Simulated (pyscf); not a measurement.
**Four-centre exchange: `[NH2][Ga]([NH2])[NH2]` + `[H][H]` -> `[NH3]` + `[NH2][GaH][NH2]`**

Gas phase, singlet surface, charge 0. Bonds broken: N1–Ga2, H11–H12. Bonds formed: N1–H11, Ga2–H12. Single points on ωB97X-D3(BJ)/def2-SVP structures (PySCF, gas phase).

Transition state (Å):

```xyz
12

N      0.4617     1.0384     0.5971
Ga    -1.0219    -0.0744    -0.0572
N     -0.4870    -1.5135    -1.0555
N     -2.5903     0.8346    -0.3445
H      1.4235     0.7982     0.3580
H      0.3475     2.0509     0.5456
H      0.4518    -1.8811    -0.9387
H     -1.1326    -2.2845    -1.1949
H     -3.1230     1.1357     0.4661
H     -3.2297     0.4744    -1.0463
H     -0.1699     0.3531     1.6135
H     -0.9060    -0.3040     1.8754
```

One imaginary mode, 1395i cm⁻¹; descent along it reached the two sides named, in the forms told below.

```json
[
 {"bond": "N1–Ga2", "change": "breaks", "reactant side (Å)": "1.827", "saddle": "1.967", "product side": "2.145"},
 {"bond": "H11–H12", "change": "breaks", "reactant side (Å)": "0.764", "saddle": "1.021", "product side": "3.1"},
 {"bond": "N1–H11", "change": "forms", "reactant side (Å)": "2.551", "saddle": "1.379", "product side": "1.019"},
 {"bond": "Ga2–H12", "change": "forms", "reactant side (Å)": "4.2", "saddle": "1.950", "product side": "1.577"}
]
```

Electronic energies relative to the separated reactants (eV):

```tsv
level	barrier	reaction energy	reverse barrier
ωB97X-D3(BJ)/def2-TZVP	1.12	+0.07	1.05
PBE/def2-TZVP	0.90	-0.05	0.95
r²SCAN/def2-TZVP	0.97	+0.03	0.94
B3LYP-D3(BJ)/def2-TZVP	1.09	+0.01	1.08
PBE0-D3(BJ)/def2-TZVP	0.96	-0.01	0.97
M06-2X/def2-TZVP	1.17	+0.20	0.97
ωB97M-D3(BJ)/def2-TZVP	1.12	-0.01	1.13
HF/def2-TZVP	1.63	-0.06	1.69
```

With ωB97M-D3(BJ)/def2-TZVP energies and thermal terms (ideal gas, 1 atm, RRHO with modes under 100 cm⁻¹ raised to 100, one conformer, R ln 2 for chiral ones without a mode under 150 cm⁻¹), in eV:

| T (K) | ΔH‡ | ΔG‡ | ΔH | ΔG |
|---|---|---|---|---|
| 298 | 1.15 | 1.57 | +0.12 | +0.10 |
| 600 | 1.10 | 2.03 | +0.05 | +0.11 |
| 900 | 1.08 | 2.50 | 0.00 | +0.15 |
| 1200 | 1.09 | 2.98 | -0.03 | +0.20 |

On the product side the descent ends in an adduct with a Ga–N contact, 0.78 eV under the separated species and 1.83 eV under the saddle at ωB97X-D3(BJ)/def2-TZVP. What is counted as broken (Ga–N) persists as a longer contact in the product adduct; parting that adduct is a step of its own. At the saddle there is also a short Ga–H contact that neither side keeps. One saddle was located; it need not be the lowest between these sides. Elements up to Kr have no core potential and no relativistic terms here.
